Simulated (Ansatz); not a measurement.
**CHO (quartet): from Hartree-Fock to the top rungs, def2-TZVPP**

One table from this session's results is given with a row withheld; the runs are named, their logs left out.

The runs use Ansatz 0.2.0, Gaussian basis; def2-TZVPP, core rule «outside noble gas», up to 2 orbitals frozen.

Plan: UHF; ROHF; CCSD(T) on UHF.

2 further runs of the same task are left out: 2 set aside as unsound or not needed.

### The geometry

The geometry is a PBE0/def2-TZVP stationary point (not a proven minimum) of the parent state, kept for this charge and spin.

3 atoms, charge 0, spin multiplicity 4.

Atoms are counted from 1 here; the program's logs count them from 0.

Bond lengths: O1–C2 1.265 Å, O1–H3 0.984 Å. Angles: C2–O1–H3 114.4°.

Set-up of the first run:

The input, in.yaml:

```yaml
crystal:
  periodic: [false, false, false]
  atoms:
    - {symbol: O, position_ang: [0.000000, -0.101264, 0.500232]}
    - {symbol: C, position_ang: [0.000000, 0.073612, -0.752550]}
    - {symbol: H, position_ang: [0.000000, 0.730231, 1.027088]}
basis:
  gaussian: {orbitals: def2-TZVPP}
magnetization: {spin_polarized: true, initial_magnetization: 3}
hamiltonian: {xc: hf}
output: {orbitals: {seedname: orbitals}}
```

Started as:

```sh
$ ansatz run in.yaml --threads 1 --pin off --events-out ev --progress --plain --max-ram 4096MiB --backend cpu
```

Steps of the session up to this table: UHF; ROHF; CCSD(T) on UHF.

One table of the session follows, with a row left open; its other results are not shown here.

```
  method  from UCCSD(T) (kcal/mol)
    ROHF                   +209.08
     UHF                   +206.65
    UMP2                    +14.95
   UCCSD                         ?
UCCSD(T)                         0
```

Estimate the missing values for UCCSD.

As computed: from UCCSD(T) (kcal/mol): +6.73. In the column «from UCCSD(T) (kcal/mol)» it lies between UCCSD(T) (0) and UMP2 (+14.95).
